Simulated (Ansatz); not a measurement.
A relaxed structure of Au. Space group Fm-3m (No. 225), fcc (Cu type). Level of theory: PBE (plane waves to 420 eV, PAW, scalar-relativistic; Ansatz, a first-principles code).

```cif
data_Au
_chemical_formula_sum 'Au1'
_space_group_name_H-M_alt 'P 1'
_space_group_IT_number 1
_cell_length_a 2.93962
_cell_length_b 2.93962
_cell_length_c 2.93962
_cell_angle_alpha 60.000
_cell_angle_beta 60.000
_cell_angle_gamma 60.000
loop_
_space_group_symop_operation_xyz
  'x, y, z'
loop_
_atom_site_label
_atom_site_type_symbol
_atom_site_fract_x
_atom_site_fract_y
_atom_site_fract_z
_atom_site_occupancy
Au1 Au 0.00000 0.00000 0.00000 1
```

```yaml
volume_per_atom: 17.96 Å³
band_gap: zero (metallic)
shortest_distances: Au–Au 2.94 Å
k-mesh: 19×19×19
```

No spin polarisation in the result.

Measured for Au: a 4.062 Å (static lattice; corrected from measurement; as listed in Daniel Mejia-Rodriguez, S. B. Trickey, Phys. Rev. B (2018)). Computed minus measured — a: PBE +2.3 %. The computed values are for a static lattice.

The run could not lose the symmetry of its start.
